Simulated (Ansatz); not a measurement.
AlClHS (`[SH][Al][Cl]`) radical, relaxed with UKS PBE-D4/def2-SVP in the Gaussian-basis code of Ansatz from a rough embedded geometry. The force threshold is 0.03 eV/Å; the program also tests the step.

Total charge 0; spin multiplicity 2.

Start:

```xyz
4

S     0.848   -1.121    0.473
Al   -0.145    0.214   -1.038
Cl   -2.159    0.955   -0.622
H     1.456   -0.048    1.188
```

(1) How much energy does the relaxation release, and in how many steps? (Estimate.)

(2) Which bonds change most? (Best estimate.)

(3) Give the relaxed structure. (An estimate is asked.)

Results:

(1) Ansatz gave: 25.31 kJ/mol, in 13 steps.

(2) Computed: S1–H4 from 1.425 to 1.364 Å; Al2–Cl3 from 2.186 to 2.131 Å; S1–Al2 from 2.247 to 2.219 Å.

(3) Ansatz gave: 
```xyz
4

S     0.578   -0.918    0.780
Al   -0.175    0.703   -0.535
Cl   -2.254    0.644   -1.002
H     1.851   -0.429    0.757
```
